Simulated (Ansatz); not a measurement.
A run of Ansatz (development build ahead of 0.2.0) on singlet C4H4O at this shape:

```xyz
9

O     1.1301   -0.0455    0.0065
C     0.3104    1.1123    0.0065
C    -0.9610    0.6995   -0.0474
C    -0.9107   -0.7174   -0.0152
C     0.3998   -1.0699   -0.0038
H     0.8132    2.0251   -0.0110
H    -1.8303    1.3554   -0.0429
H    -1.8520   -1.3729   -0.0382
H     0.9015   -2.0588   -0.0157
```

Its results:

* Converged: yes
* Reference energy: -228.50514 hartree
* Correlation energy: -0.46691 hartree
* Total energy: -228.97205 hartree
* Spin squared of the determinant: 0.000

Which input gives this output? Name the method, the orbitals and the basis set, and write the input.

RHF-MP2 in 6-31G. An unrestricted run that stays on the closed shell gives the same numbers.

```yaml
crystal:
  periodic: [false, false, false]
  atoms:
    - { symbol: O, position_ang: [1.13012, -0.04551, 0.00645] }
    - { symbol: C, position_ang: [0.31044, 1.11229, 0.00648] }
    - { symbol: C, position_ang: [-0.961, 0.69952, -0.04736] }
    - { symbol: C, position_ang: [-0.91075, -0.71735, -0.0152] }
    - { symbol: C, position_ang: [0.39978, -1.0699, -0.00383] }
    - { symbol: H, position_ang: [0.81324, 2.0251, -0.01102] }
    - { symbol: H, position_ang: [-1.83033, 1.35536, -0.04294] }
    - { symbol: H, position_ang: [-1.85202, -1.37287, -0.03824] }
    - { symbol: H, position_ang: [0.90155, -2.0588, -0.01565] }
basis:
  gaussian: { orbitals: "6-31G" }
hamiltonian:
  xc: hf
correlation:
  method: mp2
  frozen_orbitals: { C: 1, H: 0, O: 1 }
```
